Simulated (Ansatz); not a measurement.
H₂O, triplet, at the geometry of the source list (a higher spin typed on purpose: for a closed-shell molecule this is an excited state); HF/def2-SVP in Ansatz (an electronic-structure program).

Here is a job for Ansatz.
Ansatz 0.2 input:
```yaml
crystal:
  periodic: [false, false, false]
  atoms:
    - {symbol: O, position_ang: [0.00700000, 0.37900000, -0.00000000]}
    - {symbol: H, position_ang: [-0.77590000, -0.17530000, -0.00000000]}
    - {symbol: H, position_ang: [0.76890000, -0.20370000, 0.00000000]}
basis:
  gaussian:
    orbitals: def2-SVP
hamiltonian:
  xc: hf
magnetization: {spin_polarized: true, initial_magnetization: 2}
```

Q: What does Ansatz print? Leave out banner, timings and long lists.

A: 
```
Functional definition: HF
233 factors; integrals over basis functions are off by at most 1.5e-3 eV
mean field evaluation 1: about -2059.7383 eV, gradient 9.4e0 eV
mean field evaluation 2: about -2059.7383 eV, gradient 9.4e0 eV
mean field evaluation 4: about -2060.2454 eV, gradient 9.1e-1 eV
mean field evaluation 8: about -2060.2524 eV, gradient 3.2e-4 eV
mean field evaluation 16: about -2060.0497 eV, gradient 1.4e0 eV
mean field evaluation 32: about -2058.2104 eV, gradient 5.2e0 eV
a density is far from that of the atoms, so the factors are made again for it
249 factors; integrals over basis functions are off by at most 1.1e-3 eV
mean field -2060.25248346 eV, -75.7128822780 hartree, gradient 9.6e-6 eV, S^2 2.005571; 0 other end points of the search recorded, 0 dependent functions left out
reference -2060.25248346 eV, -75.7128822780 hartree; 6, 4 occupied and 18, 20 virtual orbitals, 249 factors
Total energy: -2060.25248346 eV, -75.7128822780 hartree
```
